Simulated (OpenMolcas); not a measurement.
# AlO (oxoaluminum): a chain of runs

We compute a single-point energy (UHF/STO-3G), then a single-point energy (CASSCF(3,3)/STO-3G), then a single-point energy (CASPT2(3,3)/STO-3G), then the energy (SC-NEVPT2(3,3)/STO-3G), then a single-point energy (MRCI(3,3)/STO-3G) of AlO (oxoaluminum). 

The calculation is run with OpenMolcas 26.06.

## Step 1: The system as given

AlO: 2 atoms, total charge 0, spin state doublet. As SMILES, `[O]=[Al]`. The O1–Al2 distance was set to 2.355 Å, away from the relaxed value.

Bond lengths: O1–Al2 2.355 Å.

## Step 2: The energy at UHF/STO-3G (run 1)

Contents of step1.inp:

```
* AlO Hartree-Fock
&GATEWAY
BasLib=$CurrDir
Coord
2
angstrom
O        0.000000       0.000000      -0.785050
Al       0.000000       0.000000       1.570050
Basis=STO-3G
Group=NoSym
&SEWARD
&SCF
UHF
Spin=2
Scramble=0.25
PrOrbitals=1 1
```

The basis set STO-3G is read from a file made from the Basis Set Exchange's data (not shown).

Run with:

```console
$ export MOLCAS_MEM=1860
$ pymolcas step1.inp > step1.log
```

The program printed, shortened:

```text
--- Start Module: gateway ---
[...]
--- Stop Module: gateway /rc=_RC_ALL_IS_WELL_ ---
--- Start Module: seward ---
[...]
      Basis functions           14
--- Stop Module: seward /rc=_RC_ALL_IS_WELL_ ---
--- Start Module: scf ---
[...]
       Convergence after  25 Iterations
[...]
::    Total SCF energy                               -312.7145212745
[...]
      Total spin, S                                     0.6736034723
[...]
      Total electronic charge=   21.000000
      Total            charge=   -0.000000
[...]
      Dipole Moment (debye):
      Origin of the operator (angstrom)=    0.0000    0.0000    0.6935
                   X=  9.5957E-06               Y= -9.8866E-06               Z=  3.0983E+00           Total=  3.0983E+00
      Quadrupole Moment (debye*angstrom):
[...]
--- Stop Module: scf /rc=_RC_ALL_IS_WELL_ ---
[...]
```

Run time: 1.9 s. Hardware: 1 thread of Arm Neoverse V1, shared host; peak memory 0.37 GiB.

## Step 3: A single-point energy at CASSCF(3,3)/STO-3G (run 2)

Contents of step2.inp:

```
* AlO CASSCF
&gateway
baslib = $CurrDir
coord
2
angstrom
O        0.000000       0.000000      -0.785050
Al       0.000000       0.000000       1.570050
basis = STO-3G
group = NoSym
&seward
&rasscf
fileorb = $CurrDir/step1.UnaOrb
spin = 2
nactel = 3 0 0
inactive = 9
ras2 = 3
orblisting = Nothing
```

The basis set STO-3G is read from a file made from the Basis Set Exchange's data (not shown).

Run with:

```console
$ export MOLCAS_MEM=1860
$ pymolcas step2.inp > step2.log
```

The program printed, shortened:

```text
--- Start Module: gateway ---
[...]
--- Stop Module: gateway /rc=_RC_ALL_IS_WELL_ ---
--- Start Module: seward ---
[...]
      Basis functions           14
--- Stop Module: seward /rc=_RC_ALL_IS_WELL_ ---
--- Start Module: rasscf ---
[...]
      Number of active orbitals                  3
[...]
      Spin quantum number                      0.5
[...]
      Active orbitals                            3
[...]
      Number of CSFs                             8
[...]
      Number of root(s) required                 1
[...]
      Convergence after 10 iterations
[...]
      printout of CI-coefficients larger than  0.05 for root  1
      energy=    -312.743049
      conf/sym  111     Coeff  Weight
             1  2u0  -0.95656 0.91501
             4  udu   0.13735 0.01887
             6  uud   0.07930 0.00629
             8  0u2  -0.24461 0.05983
      Natural orbitals and occupation numbers for root  1
      sym 1:   1.855182   1.000000   0.144818
      ************************************************************************************************************************
      *                                                    Final results                                                     *
[...]
::    RASSCF root number  1 Total energy:   -312.74304904
[...]
      Total electronic charge=   21.000000
      Total            charge=   -0.000000
[...]
      Dipole Moment (debye):
      Origin of the operator (angstrom)=    0.0000    0.0000    0.6935
                   X=  9.4197E-05               Y= -3.5278E-05               Z=  2.8590E+00           Total=  2.8590E+00
      Quadrupole Moment (debye*angstrom):
[...]
--- Stop Module: rasscf /rc=_RC_ALL_IS_WELL_ ---
[...]
```

Wall time 1.7 s (1 thread of Arm Neoverse V1, shared host); peak memory 0.37 GiB.

## Step 4: A single-point energy at CASPT2(3,3)/STO-3G (run 3)

Contents of step3.input:

```
* AlO CASPT2

&GATEWAY
 BASLIB=$CurrDir
 COORD
 2
 angstrom
 O        0.000000       0.000000      -0.785050
 Al       0.000000       0.000000       1.570050
 BASIS=STO-3G
 GROUP=NoSym

&SEWARD

&RASSCF
 FILEORB=$CurrDir/step2.RasOrb
 SPIN=2
 NACTEL=3 0 0
 INACTIVE=9
 RAS2=3
 ORBLISTING=Nothing

&CASPT2
 IMAGINARY=0.1
 FROZEN=6
```

The basis set STO-3G is read from a file made from the Basis Set Exchange's data (not shown).

Run with:

```console
$ export MOLCAS_MEM=1860
$ pymolcas step3.input > step3.log
```

The program printed, shortened:

```text
--- Start Module: gateway ---
[...]
--- Stop Module: gateway /rc=_RC_ALL_IS_WELL_ ---
[...]
      Basis functions           14
[...]
--- Start Module: rasscf ---
[...]
      Number of active orbitals                  3
[...]
      Spin quantum number                      0.5
[...]
      Active orbitals                            3
[...]
      Number of CSFs                             8
[...]
      Number of root(s) required                 1
[...]
      Convergence after  4 iterations
[...]
      printout of CI-coefficients larger than  0.05 for root  1
      energy=    -312.743049
      conf/sym  111     Coeff  Weight
             1  2u0  -0.95656 0.91501
             4  udu   0.13735 0.01887
             6  uud   0.07930 0.00629
             8  0u2  -0.24460 0.05983
      Natural orbitals and occupation numbers for root  1
      sym 1:   1.855184   1.000000   0.144816
      ************************************************************************************************************************
      *                                                    Final results                                                     *
[...]
::    RASSCF root number  1 Total energy:   -312.74304904
[...]
      Total electronic charge=   21.000000
      Total            charge=   -0.000000
[...]
      Dipole Moment (debye):
      Origin of the operator (angstrom)=    0.0000    0.0000    0.6935
                   X=  5.2724E-05               Y= -1.7193E-05               Z=  2.8589E+00           Total=  2.8589E+00
      Quadrupole Moment (debye*angstrom):
[...]
--- Stop Module: rasscf /rc=_RC_ALL_IS_WELL_ ---
--- Start Module: caspt2 ---
[...]
 ###    WARNING: User changed nr of frozen orbitals.                         ###
 ###############################################################################
[...]
      E2 (Variational):          -0.0177360506
      Total energy:            -312.7607850937
[...]
      Reference weight:           0.98605
[...]
::    CASPT2 Root  1     Total energy:   -312.76078509
[...]
--- Stop Module: caspt2 /rc=_RC_ALL_IS_WELL_ ---
[...]
```

Run time: 1.7 s. Hardware: 1 thread of Arm Neoverse V1, shared host; peak memory 0.37 GiB.

## Step 5: The energy at SC-NEVPT2(3,3)/STO-3G (run 4)

Contents of step4.input:

```
>>> EXPORT MOLCAS_PRINT=2

&GATEWAY
  BasLib
  $CurrDir
  Coord
  2
  angstrom
  O        0.000000       0.000000      -0.785050
  Al       0.000000       0.000000       1.570050
  Basis
  STO-3G
  Group
  NoSym

&SEWARD

&RASSCF
  FileOrb
  $CurrDir/step2.RasOrb
  Spin
  2
  Nactel
  3 0 0
  Inactive
  9
  Ras2
  3
  OrbListing
  Nothing

&CASPT2
  SC-NEVPT2
  Frozen
  6
```

The basis set STO-3G is read from a file made from the Basis Set Exchange's data (not shown).

Run with:

```console
$ export MOLCAS_MEM=1860
$ pymolcas step4.input > step4.log
```

The program printed, shortened:

```text
--- Start Module: gateway ---
[...]
--- Stop Module: gateway /rc=_RC_ALL_IS_WELL_ ---
[...]
      Basis functions           14
[...]
--- Start Module: rasscf ---
[...]
      Number of active orbitals                  3
[...]
      Spin quantum number                      0.5
[...]
      Active orbitals                            3
[...]
      Number of CSFs                             8
[...]
      Number of root(s) required                 1
[...]
      Convergence after  4 iterations
[...]
      printout of CI-coefficients larger than  0.05 for root  1
      energy=    -312.743049
      conf/sym  111     Coeff  Weight
             1  2u0  -0.95656 0.91501
             4  udu   0.13735 0.01887
             6  uud   0.07930 0.00629
             8  0u2  -0.24460 0.05983
      Natural orbitals and occupation numbers for root  1
      sym 1:   1.855184   1.000000   0.144816
      ************************************************************************************************************************
      *                                                    Final results                                                     *
[...]
::    RASSCF root number  1 Total energy:   -312.74304904
[...]
      Total electronic charge=   21.000000
      Total            charge=   -0.000000
[...]
      Dipole Moment (debye):
      Origin of the operator (angstrom)=    0.0000    0.0000    0.6935
                   X=  5.2724E-05               Y= -1.7193E-05               Z=  2.8589E+00           Total=  2.8589E+00
      Quadrupole Moment (debye*angstrom):
[...]
--- Stop Module: rasscf /rc=_RC_ALL_IS_WELL_ ---
--- Start Module: caspt2 ---
[...]
 ###    WARNING: User changed nr of frozen orbitals.                         ###
 ###############################################################################
[...]
      E2 (Variational):          -0.0169510067
[...]
      E2 (Variational):          -0.0168249468
      Total energy:            -312.7598739899
[...]
      Reference weight:           0.98726
[...]
::    SC-NEVPT2 Root  1     Total energy:   -312.75987399
[...]
--- Stop Module: caspt2 /rc=_RC_ALL_IS_WELL_ ---
[...]
```

Wall time 1.7 s (1 thread of Arm Neoverse V1, shared host); peak memory 0.37 GiB.

## Step 6: The energy at MRCI(3,3)/STO-3G (run 5)

Contents of step5.inp:

```
&GATEWAY
  BASLIB=$CurrDir
  COORD
  2
  angstrom
  O        0.000000       0.000000      -0.785050
  Al       0.000000       0.000000       1.570050
  BASIS=STO-3G
  GROUP=NoSym

&SEWARD

&RASSCF
  FILEORB=$CurrDir/step2.RasOrb
  SPIN=2
  NACTEL=3 0 0
  INACTIVE=9
  RAS2=3
  ORBLISTING=Nothing

&MOTRA
  LUMORB
  FROZEN=6

&GUGA
  ELECTRONS=9
  SPIN=2
  INACTIVE=3
  ACTIVE=3
  CIALL=1

&MRCI
  SDCI
```

The basis set STO-3G is read from a file made from the Basis Set Exchange's data (not shown).

Run with:

```console
$ export MOLCAS_MEM=1860
$ pymolcas step5.inp > step5.log
```

The program printed, shortened:

```text
--- Start Module: gateway ---
[...]
--- Stop Module: gateway /rc=_RC_ALL_IS_WELL_ ---
[...]
      Basis functions           14
[...]
      Number of active orbitals                  3
[...]
      Spin quantum number                      0.5
[...]
      Active orbitals                            3
[...]
      Number of CSFs                             8
[...]
      Number of root(s) required                 1
[...]
      Convergence after  4 iterations
[...]
      printout of CI-coefficients larger than  0.05 for root  1
      energy=    -312.743049
      conf/sym  111     Coeff  Weight
             1  2u0  -0.95656 0.91501
             4  udu   0.13735 0.01887
             6  uud   0.07930 0.00629
             8  0u2  -0.24460 0.05983
      Natural orbitals and occupation numbers for root  1
      sym 1:   1.855184   1.000000   0.144816
      ************************************************************************************************************************
      *                                                    Final results                                                     *
[...]
::    RASSCF root number  1 Total energy:   -312.74304904
[...]
      Dipole Moment (debye):
      Origin of the operator (angstrom)=    0.0000    0.0000    0.6935
                   X=  5.2724E-05               Y= -1.7193E-05               Z=  2.8589E+00           Total=  2.8589E+00
      Quadrupole Moment (debye*angstrom):
[...]
      *** WARNING: Default frozen orbitals is overwritten by user input.
      *** Default values:   3
[...]
--- Start Module: guga ---
[...]
--- Stop Module: guga /rc=_RC_ALL_IS_WELL_ ---
--- Start Module: mrci ---
[...]
       (But an ACPF correction will be computed)
       USE THE DEFAULT ACPF G-VALUE GFAC=  0.22222222222222221
[...]
                      CI ENERGY:  -312.77676408
[...]
                ACPF CORRECTION:    -0.00198138
[...]
      Total electronic charge=   21.000000
      Total            charge=   -0.000000
[...]
     ACPF CORRECTION:     -0.00198138
[...]
  CI State   1     Total energy:   -312.77676408     QDav:     -0.00259099     QACPF:     -0.00198138
[...]
--- Stop Module: mrci /rc=_RC_ALL_IS_WELL_ ---
[...]
```

Wall time 1.8 s (1 thread of Arm Neoverse V1, shared host); peak memory 0.37 GiB.

## Step 7: Summary of results

| quantity | value |
| --- | --- |
| run 1, UHF/STO-3G: total energy | -312.71452 Eh |
| run 1, UHF/STO-3G: dipole moment | 3.10 D |
| run 1, UHF/STO-3G: HOMO energy (highest over α and β) | -1.13 eV |
| run 1, UHF/STO-3G: LUMO energy (lowest over α and β) | 9.28 eV |
| run 1, UHF/STO-3G: ⟨S²⟩ | 1.127 |
| run 2, CASSCF(3,3)/STO-3G: total energy | -312.74305 Eh |
| run 2, CASSCF(3,3)/STO-3G: dipole moment (CASSCF density) | 2.86 D |
| run 3, CASPT2(3,3)/STO-3G: total energy | -312.76079 Eh |
| run 3, CASPT2(3,3)/STO-3G: dipole moment (CASSCF density) | 2.86 D |
| run 4, SC-NEVPT2(3,3)/STO-3G: total energy | -312.75987 Eh |
| run 4, SC-NEVPT2(3,3)/STO-3G: dipole moment (CASSCF density) | 2.86 D |
| run 5, MRCI(3,3)/STO-3G: total energy | -312.77676 Eh |
| run 5, MRCI(3,3)/STO-3G: dipole moment (CASSCF density) | 2.86 D |

In words: ⟨S²⟩ (run 1, UHF/STO-3G) is 1.13 where a pure doublet has 0.75: the reference is spin-contaminated.
